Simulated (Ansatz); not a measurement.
Input file:

```yaml
crystal:
  periodic: [false, false, false]
  atoms:
    - {symbol: Si, position_ang: [0.000000, 0.000000, 0.000000]}
    - {symbol: As, position_ang: [0.000000, 0.000000, 2.453600]}
basis:
  gaussian: {orbitals: def2-mTZVP, fitting: {mean_field: def2-universal-jkfit}}
total_charge: 1
magnetization: {spin_polarized: false, initial_magnetization: 2}
correlation: {method: ccsd_t, electrons: valence}
```

```sh
$ ansatz run in.yaml --threads 1 --pin off --events-out ev --progress --plain --max-ram 2393MiB
```

**Question.** Roughly how long does this take on 1 thread of Arm Neoverse V1, shared host, and how much host memory?

**Answer.** 16 s wall and 0.15 GiB.

```
394 factors; integrals over basis functions are off by at most 6.8e-2 eV
mean field evaluation 1: about -68648.2382 eV, gradient 1.1e1 eV
mean field evaluation 2: about -68648.5159 eV, gradient 8.0e0 eV
mean field evaluation 4: about -68648.7940 eV, gradient 9.6e-1 eV
mean field evaluation 8: about -68648.8103 eV, gradient 1.0e-6 eV
mean field evaluation 16: about -68640.8435 eV, gradient 8.6e0 eV
mean field evaluation 32: about -68641.8209 eV, gradient 3.3e0 eV
mean field evaluation 64: about -68647.4573 eV, gradient 1.4e-3 eV
mean field evaluation 96: about -68646.5327 eV, gradient 1.9e0 eV
mean field evaluation 128: about -68645.6939 eV, gradient 1.4e0 eV
mean field evaluation 160: about -68647.4573 eV, gradient 1.7e-2 eV
mean field evaluation 192: about -68645.7122 eV, gradient 1.7e-1 eV
mean field evaluation 224: about -68643.7858 eV, gradient 1.4e1 eV
mean field evaluation 256: about -68647.4014 eV, gradient 7.3e-1 eV
mean field evaluation 288: about -68644.4464 eV, gradient 1.5e1 eV
mean field evaluation 320: about -68646.2885 eV, gradient 5.4e0 eV
mean field evaluation 352: about -68645.1207 eV, gradient 1.1e1 eV
mean field evaluation 384: about -68645.7152 eV, gradient 1.2e-4 eV
mean field -68648.81031516 eV, -2522.7972472473 hartree, gradient 1.0e-6 eV, S^2 2.000000; 13 other end points of the search recorded, 0 dependent functions left out
mean field evaluation 416: about -68647.4846 eV, gradient 1.5e0 eV
mean field evaluation 448: about -68648.6667 eV, gradient 3.7e0 eV
determinant -68648.81031516 eV, -2522.7972472473 hartree, with singles and doubles -68655.89523823 eV, -2523.0576133676 hartree
determinant -68647.45730650 eV, -2522.7475250961 hartree, with singles and doubles -68655.16426797 eV, -2523.0307507063 hartree
determinant -68646.55464567 eV, -2522.7143529225 hartree, with singles and doubles -68653.35560174 eV, -2522.9642834483 hartree
determinant -68645.71522956 eV, -2522.6835049494 hartree, with singles and doubles -68652.66795333 eV, -2522.9390128353 hartree
determinant -68645.58266970 eV, -2522.6786334642 hartree, with singles and doubles -68652.94012576 eV, -2522.9490149875 hartree
determinant -68641.31570899 eV, -2522.5218255504 hartree, with singles and doubles -68650.27261197 eV, -2522.8509856639 hartree
14 core orbitals not correlated: weight in the atoms' cores, before any rotation towards them, 1.000 or more for the frozen orbitals, at most 0.000 for the correlated occupied ones
reference -68648.81031516 eV, -2522.7972472473 hartree; 10, 8 occupied and 34, 36 virtual orbitals, 394 factors
second order -6.36903963 eV of doubles, -0.07032063 eV of singles
cycle   1  -7.08225985 eV  change    2.7e-3 eV  update   1.6e-3
cycle   2  -7.08317154 eV  change   -9.1e-4 eV  update   1.1e-3
cycle   3  -7.08192474 eV  change    1.2e-3 eV  update   5.0e-4
cycle   4  -7.08214886 eV  change   -2.2e-4 eV  update   2.3e-4
cycle   5  -7.08254648 eV  change   -4.0e-4 eV  update   4.9e-5
cycle   6  -7.08257890 eV  change   -3.2e-5 eV  update   2.0e-5
cycle   7  -7.08257555 eV  change    3.4e-6 eV  update   6.1e-6
perturbative correction -0.27065993 eV, -0.0099465690 hartree
Total energy: -68656.16355064 eV, -2523.0674736670 hartree
```
